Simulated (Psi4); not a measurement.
# One shape, several levels: CH5BN− (SMILES [BH3-]N=C)

Aim: a comparison of 6 runs (B3LYP/6-31G*, MP2/6-311+G**, QCISD/3-21G, A-CCSD(T)/cc-pVDZ, QCISD/def2-SVP) of CH5BN−. 

The results are computed with Psi4 1.11.

4 further runs of the same task are left out: 1 that didn't finish, 3 set aside as unsound or not needed.

### 1 The structure to begin with

The species is CH5BN− (8 atoms), meant as a singlet with charge -1. SMILES: `[BH3-]N=C`. The shape is that of a GFN2-xTB optimisation.

Bond lengths: B1–N2 1.547 Å, N2–C3 1.237 Å, B1–H4 1.227 Å, B1–H5 1.222 Å, B1–H6 1.227 Å, C3–H7 1.118 Å, C3–H8 1.106 Å. Angles: B1–N2–C3 122.9°, N2–B1–H4 109.8°, N2–B1–H5 108.3°, N2–B1–H6 109.4°, N2–C3–H7 126.8°, N2–C3–H8 120.8°, H4–B1–H5 110.1°, H4–B1–H6 109.4°, H5–B1–H6 109.9°, H7–C3–H8 112.4°.

### 2 Energy and gradient at B3LYP/6-31G(d) (spherical functions) (run 1)

job.py

```python
import psi4

psi4.set_memory(1600000000)
psi4.set_num_threads(1)
psi4.set_output_file('ch5bn.out', False)

geom = psi4.geometry("""
-1 1
B      0.165600     1.032650     0.317000
N      0.676790    -0.343350    -0.170270
C     -0.078150    -1.293200    -0.410600
H     -0.623460     1.495860    -0.501040
H      1.127090     1.777360     0.440280
H     -0.400090     0.897810     1.397340
H     -1.192360    -1.302570    -0.318090
H      0.324580    -2.264550    -0.754640
symmetry c1
""")

options = {'basis': '6-31G*', 'puream': True, 'e_convergence': 1e-09, 'd_convergence': 1e-08, 'scf_type': 'pk', 'dft_radial_points': 99, 'dft_spherical_points': 590}
psi4.set_options(options)

energy_value, wavefunction = psi4.gradient("b3lyp", return_wfn=True)
print('gradient / Eh bohr^-1')
print(energy_value.np.round(6))
print(f'energy = {wavefunction.energy():.10f} Eh')
```

On the command line:

```
$ python job.py
```

ch5bn.out:

```text
[...]
  Running in c1 symmetry.
[...]
  Nuclear repulsion =   63.941238414873794
[...]
  Multiplicity = 1
[...]
  Nalpha       = 12
  Nbeta        = 12
[...]
    Number of basis functions: 52
[...]
   @RKS iter   1:  -120.35921552190214   -3.52581e-01   1.45692e-02 ADIIS/DIIS
[...]
   @RKS iter  11:  -120.70671694398570   -2.84217e-12   5.68871e-09 DIIS
[...]
    Orbital Energies [Eh]
    ---------------------
    Doubly Occupied:
       1A    -14.080240     2A    -10.000863     3A     -6.449713
       4A     -0.663766     5A     -0.390762     6A     -0.284297
       7A     -0.228382     8A     -0.154080     9A     -0.133380
      10A     -0.065302    11A     -0.042291    12A      0.002047
[...]
  @RKS Final Energy:  -120.70671694398570
   => Energetics <=
    Nuclear Repulsion Energy =             63.9412384148737942
    One-Electron Energy =                -293.5314880044702477
    Two-Electron Energy =                 123.8697476652543514
    DFT Exchange-Correlation Energy =     -14.9862150196435930
    Empirical Dispersion Energy =           0.0000000000000000
    VV10 Nonlocal Energy =                  0.0000000000000000
    Total Energy =                       -120.7067169439856968
[...]
 Multipole Moments:
 ------------------------------------------------------------------------------------
     Multipole            Electronic (a.u.)      Nuclear  (a.u.)        Total (a.u.)
 ------------------------------------------------------------------------------------
 L = 1.  Multiply by 2.5417464519 to convert [e a0] to [Debye]
 Dipole X            :          1.5513172           -1.7273632           -0.1760460
 Dipole Y            :         -1.8901687            0.3230677           -1.5671010
 Dipole Z            :         -0.7477301            0.2609916           -0.4867385
 Magnitude           :                                                    1.6503673
[...]
  -Total Gradient:
     Atom            X                  Y                   Z
    ------   -----------------  -----------------  -----------------
       1       -0.002788826355     0.000458379810     0.000525058544
       2       -0.017705817622    -0.018380497671    -0.004631649143
       3        0.016403167810     0.024499423640     0.006463926777
       4        0.003415189876    -0.002739044165     0.002609121675
       5       -0.002382377999    -0.006764950528    -0.001740931778
       6        0.002425760842    -0.000606444276    -0.004482722423
       7        0.000700207690    -0.002031505300    -0.000522127133
       8       -0.000065442791     0.005560874717     0.001777798237
[...]
```

Standard output:

```text
gradient / Eh bohr^-1
[[-2.7890e-03  4.5800e-04  5.2500e-04]
 [-1.7706e-02 -1.8380e-02 -4.6320e-03]
 [ 1.6403e-02  2.4499e-02  6.4640e-03]
 [ 3.4150e-03 -2.7390e-03  2.6090e-03]
 [-2.3820e-03 -6.7650e-03 -1.7410e-03]
 [ 2.4260e-03 -6.0600e-04 -4.4830e-03]
 [ 7.0000e-04 -2.0320e-03 -5.2200e-04]
 [-6.5000e-05  5.5610e-03  1.7780e-03]]
energy = -120.7067169440 Eh
```

Run time: 19 s. Hardware: 1 thread of Intel Xeon Platinum 8259CL at 2.50GHz (Skylake/Cascade Lake), shared host; peak memory 0.88 GiB.

### 3 The energy at B3LYP/6-31G(d) (Cartesian functions) (run 2)

input.json

```json
{
  "schema_name": "qcschema_input",
  "schema_version": 1,
  "molecule": {
    "schema_name": "qcschema_molecule",
    "schema_version": 2,
    "symbols": ["B", "N", "C", "H", "H", "H", "H", "H"],
    "geometry": [0.31293865, 1.95142568, 0.59904318, 1.27894774, -0.64883746, -0.32176367, -0.1476821, -2.44379382, -0.77592155, -1.17816865, 2.82676572, -0.94682838, 2.12989142, 3.35872362, 0.83200862, -0.75606053, 1.69661501, 2.6405899, -2.25323384, -2.46150056, -0.60110298, 0.61336731, -4.2793793, -1.42606292],
    "molecular_charge": -1,
    "molecular_multiplicity": 1,
    "fix_symmetry": "c1"
  },
  "driver": "energy",
  "model": {
    "method": "b3lyp",
    "basis": "6-31G*"
  },
  "keywords": {
    "reference": "rks",
    "puream": false,
    "e_convergence": 1e-09,
    "d_convergence": 1e-08,
    "scf_type": "pk",
    "dft_radial_points": 99,
    "dft_spherical_points": 590,
    "scf_properties": ["QUADRUPOLE", "MAYER_INDICES", "LOWDIN_CHARGES"]
  }
}
```

On the command line:

```
$ psi4 --qcschema input.json -n 1 --memory 1600MB
```

stdout:

```text
[...]
  Running in c1 symmetry.
[...]
  Nuclear repulsion =   63.941238482815528
[...]
  Multiplicity = 1
[...]
  Nalpha       = 12
  Nbeta        = 12
[...]
    Number of basis functions: 55
[...]
   @RKS iter   1:  -120.36076211854703   -3.52881e-01   1.39936e-02 ADIIS/DIIS
[...]
   @RKS iter  11:  -120.70945689211925   -3.04112e-12   4.98405e-09 DIIS
[...]
    Orbital Energies [Eh]
    ---------------------
    Doubly Occupied:
       1A    -14.083966     2A    -10.007517     3A     -6.457575
       4A     -0.664128     5A     -0.390919     6A     -0.284470
       7A     -0.228485     8A     -0.154207     9A     -0.133483
      10A     -0.065317    11A     -0.042283    12A      0.001814
[...]
  @RKS Final Energy:  -120.70945689211925
   => Energetics <=
    Nuclear Repulsion Energy =             63.9412384828155282
    One-Electron Energy =                -293.5112875670715198
    Two-Electron Energy =                 123.8281563156071172
    DFT Exchange-Correlation Energy =     -14.9675641234703747
    Empirical Dispersion Energy =           0.0000000000000000
    VV10 Nonlocal Energy =                  0.0000000000000000
    Total Energy =                       -120.7094568921192490
[...]
 Multipole Moments:
 ------------------------------------------------------------------------------------
     Multipole            Electronic (a.u.)      Nuclear  (a.u.)        Total (a.u.)
 ------------------------------------------------------------------------------------
 L = 1.  Multiply by 2.5417464519 to convert [e a0] to [Debye]
 Dipole X            :          1.5486495           -1.7273632           -0.1787137
 Dipole Y            :         -1.8884816            0.3230677           -1.5654139
 Dipole Z            :         -0.7469662            0.2609916           -0.4859747
 Magnitude           :                                                    1.6488271
 L = 2.  Multiply by 1.3450342976 to convert [e a0^2] to [Debye ang]
 Quadrupole XX       :        -40.8061419           21.2353847          -19.5707572
 Quadrupole XY       :         -7.5407585            7.8044965            0.2637380
[...]
```

The result, in JSON:

```text
{
 "driver": "energy",
 "model": {
  "method": "b3lyp",
  "basis": "6-31G*"
 },
 "success": true,
 "return_result": -120.70945689211925,
 "properties": {
  "calcinfo_nbasis": 55,
  "calcinfo_nmo": 55,
  "calcinfo_nalpha": 12,
  "calcinfo_nbeta": 12,
  "calcinfo_natom": 8,
  "nuclear_repulsion_energy": 63.94123848281553,
  "return_energy": -120.70945689211925,
  "scf_one_electron_energy": -293.5112875670715,
  "scf_two_electron_energy": 123.82815631560712,
  "scf_xc_energy": -14.967564123470375,
  "scf_dipole_moment": [-0.1787136762847592, -1.565413915582471, -0.48597466380160637],
  "scf_total_energy": -120.70945689211925,
  "scf_iterations": 11
 }
}
```

It took 14 s on 1 thread of Intel Xeon Platinum 8259CL at 2.50GHz (Skylake/Cascade Lake), shared host; peak memory 0.92 GiB.

Runs 3 to 4 aren't shown in full; the table further down has their settings and results.

### 4 The energy at A-CCSD(T)/cc-pVDZ (density fitting) (run 5)

ch5bn.json

```json
{
  "schema_name": "qcschema_input",
  "schema_version": 1,
  "molecule": {
    "schema_name": "qcschema_molecule",
    "schema_version": 2,
    "symbols": ["B", "N", "C", "H", "H", "H", "H", "H"],
    "geometry": [0.31293865, 1.95142568, 0.59904318, 1.27894774, -0.64883746, -0.32176367, -0.1476821, -2.44379382, -0.77592155, -1.17816865, 2.82676572, -0.94682838, 2.12989142, 3.35872362, 0.83200862, -0.75606053, 1.69661501, 2.6405899, -2.25323384, -2.46150056, -0.60110298, 0.61336731, -4.2793793, -1.42606292],
    "molecular_charge": -1,
    "molecular_multiplicity": 1
  },
  "driver": "energy",
  "model": {
    "method": "a-ccsd(t)",
    "basis": "cc-pVDZ"
  },
  "keywords": {
    "freeze_core": true
  }
}
```

On the command line:

```
$ psi4 --qcschema ch5bn.json -n 1 --memory 1600MB
```

stdout:

```text
[...]
  Running in c1 symmetry.
[...]
  Nuclear repulsion =   63.941238482815528
[...]
  Multiplicity = 1
[...]
  Nalpha       = 12
  Nbeta        = 12
[...]
    Number of basis functions: 67
[...]
   @RHF iter   1:  -119.74285705874881   -8.62987e-01   6.77999e-03 DIIS/ADIIS
[...]
   @RHF iter  12:  -119.88017383563550   -1.27898e-12   2.75853e-09 DIIS
[...]
    Orbital Energies [Eh]
    ---------------------
    Doubly Occupied:
       1A    -15.324591     2A    -11.066637     3A     -7.319736
       4A     -0.979771     5A     -0.616927     6A     -0.487295
       7A     -0.407797     8A     -0.329530     9A     -0.270657
      10A     -0.212747    11A     -0.167755    12A     -0.145572
[...]
  @RHF Final Energy:  -119.88017383563550
   => Energetics <=
    Nuclear Repulsion Energy =             63.9412384828155282
    One-Electron Energy =                -292.9847933458870557
    Two-Electron Energy =                 109.1633810274360314
    Total Energy =                       -119.8801738356355031
[...]
 Multipole Moments:
 ------------------------------------------------------------------------------------
     Multipole            Electronic (a.u.)      Nuclear  (a.u.)        Total (a.u.)
 ------------------------------------------------------------------------------------
 L = 1.  Multiply by 2.5417464519 to convert [e a0] to [Debye]
 Dipole X            :          1.5167628           -1.7273632           -0.2106003
 Dipole Y            :         -2.0479778            0.3230677           -1.7249101
 Dipole Z            :         -0.7967896            0.2609916           -0.5357980
 Magnitude           :                                                    1.8184463
[...]
      * MP2 total energy                      = -120.297530825374608
[...]
      * CCSD total energy                     = -120.336754047433445
[...]
      * CCSD(aT) total energy                  = -120.351086301884934
[...]
```

The result, in JSON:

```text
{
 "driver": "energy",
 "model": {
  "method": "a-ccsd(t)",
  "basis": "cc-pVDZ"
 },
 "success": true,
 "return_result": -120.35108630188493,
 "properties": {
  "calcinfo_nbasis": 67,
  "calcinfo_nmo": 67,
  "calcinfo_nalpha": 12,
  "calcinfo_nbeta": 12,
  "calcinfo_natom": 8,
  "nuclear_repulsion_energy": 63.94123848281553,
  "return_energy": -120.35108630188493,
  "scf_one_electron_energy": -292.98479334588706,
  "scf_two_electron_energy": 109.16338102743603,
  "scf_dipole_moment": [-0.21060034049895737, -1.7249101144558194, -0.5357979844556842],
  "scf_total_energy": -119.8801738356355,
  "scf_iterations": 12,
  "mp2_same_spin_correlation_energy": -0.0947133512138118,
  "mp2_opposite_spin_correlation_energy": -0.3226436385253785,
  "mp2_singles_energy": -1.9324176304221796e-28,
  "mp2_doubles_energy": -0.4173569897391903,
  "mp2_correlation_energy": -0.4173569897391903,
  "mp2_total_energy": -120.29753082537461,
  "ccsd_same_spin_correlation_energy": -0.0861304091385498,
  "ccsd_opposite_spin_correlation_energy": -0.3704498026594779,
  "ccsd_singles_energy": 0.0,
  "ccsd_doubles_energy": -0.4565802117980277,
  "ccsd_correlation_energy": -0.4565802117980276,
  "ccsd_total_energy": -120.33675404743344,
  "ccsd_iterations": 15
 }
}
```

Wall time 45 s (1 thread of Intel Xeon Platinum 8259CL at 2.50GHz (Skylake/Cascade Lake), shared host); peak memory 0.36 GiB.

### 5 The energy at QCISD/def2-SVP (DKH2, Cholesky decomposition) (run 6)

ch5bn.in

```
memory 1600 MB

molecule mol {
  -1 1
  B      0.165600     1.032650     0.317000
  N      0.676790    -0.343350    -0.170270
  C     -0.078150    -1.293200    -0.410600
  H     -0.623460     1.495860    -0.501040
  H      1.127090     1.777360     0.440280
  H     -0.400090     0.897810     1.397340
  H     -1.192360    -1.302570    -0.318090
  H      0.324580    -2.264550    -0.754640
  symmetry c1
}

set {
  basis def2-SVP
  scf_type cd
  freeze_core true
  relativistic dkh
  dkh_order 2
}

energy_value, wavefunction = energy('qcisd', return_wfn=True)
```

On the command line:

```
$ psi4 -n 1 ch5bn.in ch5bn.out
```

ch5bn.out:

```text
[...]
  Running in c1 symmetry.
[...]
  Nuclear repulsion =   63.941238414873794
[...]
  Multiplicity = 1
[...]
  Nalpha       = 12
  Nbeta        = 12
[...]
    Number of basis functions: 67
[...]
   @RHF iter   1:  -119.69504087711809   -8.35436e-01   6.76757e-03 ADIIS/DIIS
[...]
   @RHF iter  12:  -119.83161974045430   -9.52127e-13   2.63705e-09 DIIS
[...]
    Orbital Energies [Eh]
    ---------------------
    Doubly Occupied:
       1A    -15.330472     2A    -11.071732     3A     -7.323653
       4A     -0.969026     5A     -0.610637     6A     -0.487175
       7A     -0.410408     8A     -0.330340     9A     -0.273449
      10A     -0.214960    11A     -0.170476    12A     -0.148303
[...]
  @RHF Final Energy:  -119.83161974045430
   => Energetics <=
    Nuclear Repulsion Energy =             63.9412384148737942
    One-Electron Energy =                -292.8644531871881327
    Two-Electron Energy =                 109.0915950318600380
    Total Energy =                       -119.8316197404543004
[...]
 Multipole Moments:
 ------------------------------------------------------------------------------------
     Multipole            Electronic (a.u.)      Nuclear  (a.u.)        Total (a.u.)
 ------------------------------------------------------------------------------------
 L = 1.  Multiply by 2.5417464519 to convert [e a0] to [Debye]
 Dipole X            :          1.4677511           -1.7273632           -0.2596120
 Dipole Y            :         -2.0491101            0.3230677           -1.7260424
 Dipole Z            :         -0.7930359            0.2609916           -0.5320444
 Magnitude           :                                                    1.8247444
[...]
      * MP2 total energy:                   -120.247035403829
[...]
      * MP3 total energy:                   -120.276771151491
[...]
      * QCISD total energy:                 -120.286306490600
[...]
```

Run time: 10 s. Hardware: 1 thread of Intel Xeon Platinum 8259CL at 2.50GHz (Skylake/Cascade Lake), shared host; peak memory 0.34 GiB.

### 6 The series

| run | level | task | Cartesian functions | energy (Eh) | HOMO energy (eV) | LUMO energy (eV) | HOMO–LUMO gap (eV) | wall time |
| --- | --- | --- | --- | --- | --- | --- | --- | --- |
| 1 | B3LYP/6-31G* (spherical functions) | gradient | no | -120.706717 | 0.06 | 5.86 | 5.80 | 19 s |
| 2 | B3LYP/6-31G* (Cartesian functions) | energy | yes | -120.709457 | 0.05 | 5.86 | 5.81 | 14 s |
| 3 | MP2/6-311+G** | energy | no | -120.356330 | -4.25 | 5.11 | 9.35 | 9.3 s |
| 4 | QCISD/3-21G (sfX2C) | energy | yes | -119.535381 | -3.66 | 10.55 | 14.22 | 4.8 s |
| 5 | A-CCSD(T)/cc-pVDZ (density fitting) | energy | no | -120.351086 | -3.96 | 9.92 | 13.88 | 45 s |
| 6 | QCISD/def2-SVP (DKH2, Cholesky decomposition) | energy | no | -120.286306 | -4.04 | 9.84 | 13.88 | 10 s |

### 7 Results

| quantity | value |
| --- | --- |
| run 6: total energy | -120.28631 Eh |
| run 6: HOMO energy (Hartree–Fock orbitals) | -4.04 eV |
| run 6: LUMO energy (Hartree–Fock orbitals) | 9.84 eV |
| run 6: HOMO–LUMO gap (to an unbound level, set by the basis) | 13.88 eV |
| run 6: correlation energy (3 core orbitals frozen) | -454.7 mEh |
| run 6: T1 diagnostic | 0.013 |

In runs 1, 2 the HOMO lies above zero, so the outermost electron may be held by the basis alone. All runs together took 1.7 min, the longest 45 s.
